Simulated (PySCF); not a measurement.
# SiH2F2 (SMILES F[SiH2]F) at PBE0/STO-3G

Aim: the vertical singlet–triplet gap of SiH2F2 at PBE0/STO-3G, from 2 runs. The job is set up through a Python script.

The calculation is run with PySCF 2.14.0.

7 further runs of the same task are left out: 1 that didn't finish, 6 set aside as unsound or not needed.

## (1) The molecule

SiH2F2 has 5 atoms, charge 0, and is taken as a singlet. SMILES: `F[SiH2]F`. Geometry: relaxed at PBE0-D4/def2-TZVP.

Bond lengths: F1–Si2 1.586 Å, Si2–F3 1.586 Å, Si2–H4 1.474 Å, Si2–H5 1.474 Å. Angles: F1–Si2–F3 108.0°, F1–Si2–H4 108.5°, F1–Si2–H5 108.5°, F3–Si2–H4 108.5°, F3–Si2–H5 108.5°, H4–Si2–H5 114.6°.

## (2) A single-point energy at PBE0/STO-3G

input.py

```python
# F[SiH2]F
from pyscf import gto, dft

mol = gto.Mole()
mol.atom = [
    ('F', (-1.079010, 0.538200, 0.980720)),
    ('Si', (-0.005220, -0.000540, -0.054090)),
    ('F', (1.247630, -0.520590, 0.766910)),
    ('H', (-0.590470, -1.138740, -0.786300)),
    ('H', (0.427070, 1.121680, -0.907250)),
]
mol.max_memory = 1860
mol.basis = 'sto-3g'
mol.verbose = 3
mol.spin = 0
mol.build()

mf = dft.RKS(mol, xc='pbe0')
mf.conv_tol = 1e-10
mf.grids.level = 5
mf.kernel()
if not mf.converged:
    mf = mf.newton().run(mf.mo_coeff, mf.mo_occ)

energy = mf.e_tot
print('E(%s) = %.9f' % ('PBE0', energy))
```

On the command line:

```
$ OMP_NUM_THREADS=1 python input.py
```

The log of the run:

```text
converged SCF energy = -483.854308841712
E(PBE0) = -483.854308842
```

Run time: 1.4 s. Hardware: 1 thread of AMD EPYC 9R45 (Zen 5), shared host; peak memory 0.21 GiB.

## (3) The triplet

input.py

```python
from pyscf import gto, dft

mol = gto.Mole()
mol.atom = [
    ('F', (-1.079010, 0.538200, 0.980720)),
    ('Si', (-0.005220, -0.000540, -0.054090)),
    ('F', (1.247630, -0.520590, 0.766910)),
    ('H', (-0.590470, -1.138740, -0.786300)),
    ('H', (0.427070, 1.121680, -0.907250)),
]
mol.max_memory = 1860
mol.verbose = 3
mol.basis = 'sto-3g'
mol.spin = 2
mol.build()

ks = dft.UKS(mol)
ks.xc = 'pbe0'
ks.conv_tol = 1e-10
ks.grids.level = 5
ks.kernel()
if not ks.converged:
    ks = ks.newton().run(ks.mo_coeff, ks.mo_occ)

etot = ks.e_tot
print('E(%s) = %.9f' % ('PBE0', etot))
```

On the command line:

```
$ OMP_NUM_THREADS=1 python input.py
```

The log of the run:

```text
WARN: HOMO 0.117851057875617 >= LUMO -0.361247966344415

WARN: HOMO 0.167925841315547 >= LUMO 0.0341907169943336

WARN: HOMO 0.197975361502803 >= LUMO -0.106838897505329

WARN: HOMO 0.190954528814312 >= LUMO -0.0979636010366657

WARN: HOMO 0.190054121253842 >= LUMO -0.0960974855846961

WARN: HOMO 0.190090488411356 >= LUMO -0.0960125599823959

WARN: HOMO 0.190296225654673 >= LUMO -0.095533795255213

WARN: HOMO 0.190450405992797 >= LUMO -0.0955810370090426

WARN: HOMO 0.190531049896553 >= LUMO -0.0956746294402231

WARN: HOMO 0.190599284008332 >= LUMO -0.095652161126014

WARN: HOMO 0.190606848283662 >= LUMO -0.0956545252592223

WARN: HOMO 0.190606937448796 >= LUMO -0.0956544004727907

WARN: HOMO 0.190606926913613 >= LUMO -0.0956543384366282

converged SCF energy = -483.469085084716  <S^2> = 2.0103025  2S+1 = 3.0068605
E(PBE0) = -483.469085085
```

It took 2.9 s on 1 thread of AMD EPYC 9R45 (Zen 5), shared host; peak memory 0.21 GiB.

## (4) Results

At PBE0/STO-3G:

```
                                        quantity          value
                           singlet: total energy  -483.85431 Eh
                          singlet: dipole moment         0.79 D
                            singlet: HOMO energy       -5.28 eV
                            singlet: LUMO energy        7.84 eV
                          singlet: HOMO–LUMO gap       13.12 eV
                           triplet: total energy  -483.46909 Eh
                          triplet: dipole moment         0.10 D
                                   triplet: ⟨S²⟩          2.010
vertical energy of the triplet above the singlet      10.482 eV
```

What this shows: At this shape the triplet lies 10.48 eV (1011 kJ/mol) above the singlet. In a minimal basis such a difference can be off by several eV, whatever the method. Mulliken charges (triplet) run from -0.16 on F1 to +0.56 on Si2.
